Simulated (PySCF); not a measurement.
Gas-phase reaction: 2 BHF₂ + 2 HF ⇌ 2 BH₂ + 3 F₂

Energies from PySCF, thermal terms from the rigid-rotor harmonic-oscillator model, ideal gas at 1 bar. The comparison is the NASA 1993 polynomial table, which mixes measured and estimated data. After a fit of one offset per element over all species, the range-separated, M06-2X, PBE0/def2-QZVP and CCSD(T)/def2-TZVPP enthalpies, where run, lie to one side of the table for BH₂ (+121 kJ/mol): a fault of the table's entry, another state or a shared error of the levels is possible; this was not checked at source. † marks an energy on the PBE0/def2-TZVP geometry and frequencies. Open shells (unrestricted): BH₂ (multiplicity 2); the rest are closed-shell singlets. For this reaction the table lies outside the span of B3LYP, CCSD(T), M06-2X, MP2, PBE0, r2SCAN, ωB97M-V, ωB97X-V in their largest bases here; which side is off was not settled. The table's entry may be an old estimate for BHF₂, BH₂ (not checked at source).

r2SCAN/def2-TZVP† gives ΔH°(298 K) = 2591.6 kJ.

Q: What does HF/def2-TZVP† give, and where does the table lie?

A: HF/def2-TZVP†: 2668.8 kJ. Table: 2414.5 kJ.
